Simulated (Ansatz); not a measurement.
# Cl2H2Si: the cost of one run

Computed with the Python package of Ansatz 0.2.0. Level of theory: PBE0/6-31G*.

## Step 1: The system

Bond lengths: Cl1–Si2 2.027 Å, Si2–Cl3 2.068 Å, Si2–H4 1.486 Å, Si2–H5 1.483 Å. Angles: Cl1–Si2–Cl3 107.4°, Cl1–Si2–H4 110.4°, Cl1–Si2–H5 109.2°, Cl3–Si2–H4 110.2°, Cl3–Si2–H5 109.7°, H4–Si2–H5 109.8°.

The script holds or builds the structure itself.

## Step 2: The code

adiabatic.py reads:

```python
import itertools
import logging
import sys

import ansatz as az
from ase.data import atomic_numbers, covalent_radii
import numpy as np

logging.basicConfig(stream=sys.stdout, format='%(levelname)s:%(name)s:%(message)s')
log = logging.getLogger('calc')
log.setLevel(logging.INFO)

GEOMETRY = '''
Cl   -1.05650   -0.36010    1.58810
Si    0.13660   -0.07990   -0.02700
Cl   -0.84570    1.21510   -1.30520
H     0.39790   -1.37440   -0.70840
H     1.41770    0.52550    0.41110
'''

molecule = az.Crystal.molecule()
for line in GEOMETRY.strip().splitlines():
    symbol, *xyz = line.split()
    molecule = molecule.atom(symbol, [float(v) for v in xyz])

base = molecule.calculation()
base = base.basis(gaussian='6-31G*').functional('pbe0')
symbols = [site.symbol for site in molecule.cartesian_sites]
start = np.array([site.position_ang for site in molecule.cartesian_sites], dtype=float)
r = base.relax(force_tolerance=0.01).run(threads=1, backend='cpu').report
end = np.array(r['positions_ang'])

minimum = az.Crystal.molecule()
for symbol, place in zip(symbols, end):
    minimum = minimum.atom(symbol, place.tolist())
ion = minimum.calculation().basis(gaussian='6-31G*').functional('pbe0').charge(1).spin('collinear', total=1)
vertical = ion.run(threads=1, backend='cpu').report
settled = ion.relax(force_tolerance=0.01, max_steps=80).run(threads=1, backend='cpu').report
log.info(f'vertical ionisation energy   {vertical["free_energy_ev"] - r["free_energy_ev"]:.3f} eV')
log.info(f'adiabatic, no zero point     {settled["free_energy_ev"] - r["free_energy_ev"]:.3f} eV')
log.info(f'relaxation energy of the ion {vertical["free_energy_ev"] - settled["free_energy_ev"]:.3f} eV')
ionised = np.array(settled['positions_ang'])
radius = [covalent_radii[atomic_numbers[s]] for s in symbols]
span = lambda where, i, j: np.linalg.norm(where[i] - where[j])
bonded = [(i, j) for i, j in itertools.combinations(range(len(symbols)), 2) if min(span(end, i, j), span(ionised, i, j)) < 1.2 * (radius[i] + radius[j])]
log.info('pair        before    after (A)')
for i, j in bonded:
    print(f'{symbols[i]}{i}-{symbols[j]}{j}'.ljust(10), f'{span(end, i, j):8.4f} {span(ionised, i, j):8.4f}')
```

## Step 3: The input behind the calls

The engine receives this input (first run):

```yaml
crystal:
  periodic: [false, false, false]
  atoms:
    - { symbol: Cl, position_ang: [-1.0565, -0.3601, 1.5881] }
    - { symbol: Si, position_ang: [0.1366, -0.0799, -0.027] }
    - { symbol: Cl, position_ang: [-0.8457, 1.2151, -1.3052] }
    - { symbol: H, position_ang: [0.3979, -1.3744, -0.7084] }
    - { symbol: H, position_ang: [1.4177, 0.5255, 0.4111] }
basis:
  gaussian:
    orbitals: "6-31G*"
hamiltonian:
  xc: pbe0
relax:
  f_tol: 0.01
```

## Step 4: The run

Launch:

```sh
$ python adiabatic.py
```

What time and memory should one allow on 1 thread of Arm Neoverse V1, shared host?

About 38 s, with a peak of 0.23 GiB.
